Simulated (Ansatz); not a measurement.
**CH2BCl (SMILES B=CCl): functionals against CCSD(T) at one geometry**

The task here is to estimate one member of a computed series from the others.

Method: single points in def2-TZVPP; program: Ansatz 0.2.0, Gaussian basis.

Correlated methods freeze the cores.

## Starting geometry

SMILES `B=CCl`, 5 atoms, charge 0, spin multiplicity 1.

Atoms are counted from 1 here; the program's logs count them from 0.

Bond lengths: B1–C2 1.332 Å, B1–H4 1.147 Å, C2–Cl3 1.759 Å, C2–H5 0.998 Å. Angles: C2–B1–H4 177.2°, B1–C2–Cl3 129.2°, B1–C2–H5 124.5°, Cl3–C2–H5 106.1°.

Coordinates:

```xyz
5
CH2BCl
B    -0.70210    0.26280   -0.46010
C     0.30350   -0.04090    0.35850
Cl    1.71930   -1.04000    0.05630
H    -1.53850    0.50230   -1.20780
H     0.34630    0.21660    1.32190
```

Set-up of the first run:

run/in.yaml

```yaml
crystal:
  periodic: [false, false, false]
  atoms:
    - {symbol: B, position_ang: [-0.702100, 0.262800, -0.460100]}
    - {symbol: C, position_ang: [0.303500, -0.040900, 0.358500]}
    - {symbol: Cl, position_ang: [1.719300, -1.040000, 0.056300]}
    - {symbol: H, position_ang: [-1.538500, 0.502300, -1.207800]}
    - {symbol: H, position_ang: [0.346300, 0.216600, 1.321900]}
basis:
  gaussian: {orbitals: def2-TZVPP}
correlation: {method: ccsd_t}
output: {forces: true}
```

No record of the launch command was kept for these runs.

Steps of the session up to this table: CCSD(T)/def2-TZVPP; PBE0-D4/def2-TZVPP; wB97M-V/def2-TZVPP; r2SCAN-D4/def2-TZVPP; PBE-D4/def2-TZVPP; B97M-V/def2-TZVPP; CAM-B3LYP-D4/def2-TZVPP.

One table of the session follows, with a row left open; its other results are not shown here.

| method | RMS force component (eV/Å) | angle to CCSD(T) forces (°) | dipole (D) |
| --- | --- | --- | --- |
| CCSD(T) | 1.568 | reference | 1.89 |
| PBE0-D4 | 1.511 | 8.8 | 1.92 |
| wB97M-V | 1.433 | 8.1 | 1.98 |
| r2SCAN-D4 | 1.482 | 6.6 | 1.86 |
| PBE-D4 | 1.560 | 7.5 | 1.69 |
| B97M-V | 1.436 | 6.4 | 1.81 |
| CAM-B3LYP-D4 | ? | ? | ? |

Q: Estimate the row for CAM-B3LYP-D4 from the others.

As computed: RMS force component (eV/Å): 1.397; angle to CCSD(T) forces (°): 10.8; dipole (D): 2.00. In the column «RMS force component (eV/Å)» it is the lowest.
